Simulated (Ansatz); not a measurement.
CH₂, triplet: bend scan

Starting geometry (PBE0/def2-TZVP stationary point for this spin, not checked as a minimum):

```yaml
atoms:
  - { symbol: C, position_ang: [0.0000, -0.0596, 0.0000] }
  - { symbol: H, position_ang: [0.0000, 0.3549, -0.9962] }
  - { symbol: H, position_ang: [0.0000, 0.3549, 0.9962] }
```

From there the angle named below is changed in its plane at fixed bond lengths, both arms turning rigidly about the middle atom; atoms are numbered as listed. Energies are in kJ/mol, counted from the starting geometry at the same level.

Basis cc-pVDZ; Ansatz 0.2.0. Only valence electrons are correlated (noble-gas cores frozen). Prefix R: restricted or restricted open-shell reference; prefix U: unrestricted.

Full CI is exact within this basis and frozen core; it isn't the basis-set limit. The frozen core follows each run's orbitals, which can shift R against U totals by a few meV.

```
angle H2-C1-H3 (°)  full CI  unpaired electrons (full CI)  error RMP2  error RCCSD  error UCCSD(T)  error BCCD(T)  error UCCSDT  error UCCSDT(Q)
              70.9    212.2                          2.02         0.4          1.2             0.3            0.3           0.1              0.1
              91.3     85.6                          2.02        -0.8          0.4             0.1            0.1           0.0              0.0
             101.3     46.4                          2.02        -1.1          0.1             0.1            0.0           0.0              0.0
             122.1      4.4                          2.02        -0.8          0.0             0.0            0.0           0.0              0.0
             134.8      0.0                          2.02         0.0          0.0             0.0            0.0           0.0              0.0
             141.2      2.2                          2.02         0.6          0.0             0.0            0.0           0.0              0.0
             155.7     13.4                          2.02         2.2          0.2             0.0            0.0           0.0              0.0
             180.0     27.5                          2.02         3.3          0.4             0.1            0.1           0.0              0.0
```

Unpaired electrons are Σ n²(2−n)² over natural occupations. Errors are those of relative energies. In total energy the starting point itself misses full CI by: RMP2 60.0, RCCSD 5.8, UCCSD(T) 1.1, BCCD(T) 1.2, UCCSDT 0.1, UCCSDT(Q) -0.1 kJ/mol.

Spread of the error over the points with a reference, to 180.0 ° (largest less smallest): UCCSDT(Q) 0.1, UCCSDT 0.1, BCCD(T) 0.3, UCCSD(T) 0.3, RCCSD 1.2, RMP2 4.5 kJ/mol.
